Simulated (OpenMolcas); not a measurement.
# C2ClF3 (chlorotrifluoroethylene) at RI-MP2/def2-TZVP (Cholesky decomposition)

What is the energy change on altering one bond length of C2ClF3 (chlorotrifluoroethylene) at RI-MP2/def2-TZVP (Cholesky decomposition)? 

The calculation is run with OpenMolcas 26.06.

2 further runs of the same task are left out: 2 that didn't finish.

## Step 1: The system as given

C2ClF3: 6 atoms, total charge 0, spin state singlet. SMILES: `FC(F)=C(F)Cl`. Geometry: relaxed at GFN2-xTB.

Bond lengths: F1–C2 1.321 Å, C2–F3 1.321 Å, C2–C4 1.332 Å, C4–F5 1.334 Å, C4–Cl6 1.708 Å. Angles: F1–C2–F3 111.5°, F1–C2–C4 124.9°, F3–C2–C4 123.6°, C2–C4–F5 120.5°, C2–C4–Cl6 124.2°, F5–C4–Cl6 115.3°.

## Step 2: A single-point energy at RI-MP2/def2-TZVP (Cholesky decomposition)

Input file coord.xyz:

```xyz
6

F      0.753500    -1.669170     0.131800
C     -0.077040    -0.646760     0.235640
F     -1.177330    -0.979550     0.887500
C      0.151140     0.571920    -0.249990
F      1.284840     0.841200    -0.899610
Cl    -0.935120     1.882370    -0.105330
```

Input file job.input:

```
&GATEWAY
  BasLib=$CurrDir
  Coord=coord.xyz
  Basis=def2-TZVP
  Group=NoSym

&SEWARD
  Medium

&SCF
  PrOrbitals=1 1

&MBPT2
  Frozen=10
```

The basis set def2-TZVP is read from a file made from the Basis Set Exchange's data (not shown).

Run with:

```sh
$ export MOLCAS_MEM=1860
$ pymolcas job.input > job.log
```

The program printed:

```text
--- Start Module: gateway ---
[...]
--- Stop Module: gateway /rc=_RC_ALL_IS_WELL_ ---
[...]
      Basis functions          192
[...]
--- Start Module: scf ---
[...]
       Convergence after  12 Iterations
[...]
::    Total SCF energy                               -833.6588666608
[...]
      Total spin, S                                     0.0000000000
[...]
      Total electronic charge=   56.000000
      Total            charge=   -0.000000
[...]
      Dipole Moment (debye):
      Origin of the operator (angstrom)=   -0.1333    0.2638   -0.0136
                   X= -4.5433E-01               Y=  2.8599E-01               Z=  1.4037E-01           Total=  5.5490E-01
      Quadrupole Moment (debye*angstrom):
[...]
--- Stop Module: scf /rc=_RC_ALL_IS_WELL_ ---
[...]
--- Start Module: mbpt2 ---
[...]
WARNING!
Default frozen orbitals as non valence orbitals is overwritten by user input.
Default values:  10
[...]
       Reference weight ( Cref**2 )         =        0.77043
::    Total MBPT2 energy                             -834.8889145323
[...]
--- Stop Module: mbpt2 /rc=_RC_ALL_IS_WELL_ ---
[...]
```

Wall time 48 s (1 thread of Arm Neoverse V1, shared host); peak memory 0.23 GiB.

## Step 3: The distorted shape

Edit coord.xyz of step 2 so:

```diff
@@ -2,3 +2,3 @@
 
-F      0.753500    -1.669170     0.131800
+F      0.836580    -1.771443     0.121413
 C     -0.077040    -0.646760     0.235640
```

Input file job.input:

```
* C2ClF3 RI-MP2
&gateway
baslib=$CurrDir
coord=coord.xyz
basis=def2-TZVP
group=NoSym
&seward
medium
&scf
prorbitals=1 1
&mbpt2
frozen=10
```

The basis set def2-TZVP is read from a file made from the Basis Set Exchange's data (not shown).

Run with:

```sh
$ export MOLCAS_MEM=1860
$ pymolcas job.input > job.log
```

The program printed:

```text
--- Start Module: gateway ---
[...]
--- Stop Module: gateway /rc=_RC_ALL_IS_WELL_ ---
[...]
      Basis functions          192
[...]
--- Start Module: scf ---
[...]
       Convergence after  12 Iterations
[...]
::    Total SCF energy                               -833.6389762384
[...]
      Total spin, S                                     0.0000000000
[...]
      Total electronic charge=   56.000000
      Total            charge=   -0.000000
[...]
      Dipole Moment (debye):
      Origin of the operator (angstrom)=   -0.1196    0.2470   -0.0153
                   X= -8.3066E-01               Y=  9.9636E-01               Z=  1.1213E-01           Total=  1.3020E+00
      Quadrupole Moment (debye*angstrom):
[...]
--- Stop Module: scf /rc=_RC_ALL_IS_WELL_ ---
[...]
--- Start Module: mbpt2 ---
[...]
WARNING!
Default frozen orbitals as non valence orbitals is overwritten by user input.
Default values:  10
[...]
       Reference weight ( Cref**2 )         =        0.76636
::    Total MBPT2 energy                             -834.8760027009
[...]
--- Stop Module: mbpt2 /rc=_RC_ALL_IS_WELL_ ---
[...]
```

Run time: 48 s. Hardware: 1 thread of Arm Neoverse V1, shared host; peak memory 0.22 GiB.

## Step 4: Summary of results

Level: RI-MP2/def2-TZVP (Cholesky decomposition), 10 core orbitals frozen.

| quantity | value |
| --- | --- |
| first shape: total energy | -834.88891 Eh |
| first shape: dipole moment (mean-field density) | 0.55 D |
| first shape: HOMO energy (Hartree–Fock orbitals) | -10.63 eV |
| first shape: LUMO energy (Hartree–Fock orbitals) | 4.33 eV |
| first shape: HOMO–LUMO gap (Hartree–Fock orbitals) | 14.96 eV |
| first shape: correlation energy (10 core orbitals frozen) | -1230.0 mEh |
| distorted shape: total energy | -834.87600 Eh |
| distorted shape: dipole moment (mean-field density) | 1.30 D |
| distorted shape: HOMO energy (Hartree–Fock orbitals) | -10.97 eV |
| distorted shape: LUMO energy (Hartree–Fock orbitals) | 3.96 eV |
| distorted shape: HOMO–LUMO gap (Hartree–Fock orbitals) | 14.93 eV |
| distorted shape: correlation energy (10 core orbitals frozen) | -1237.0 mEh |
| energy change with the F1–C2 bond stretched from 1.321 to 1.453 Å | 0.351 eV |

With the F1–C2 bond stretched from 1.321 to 1.453 Å the energy rises by 0.35 eV (33.9 kJ/mol). The first shape isn't relaxed at this level, so the change isn't measured from a minimum. Mulliken charges (distorted shape) of the mean-field density run from -0.24 on F1 to +0.45 on C2.
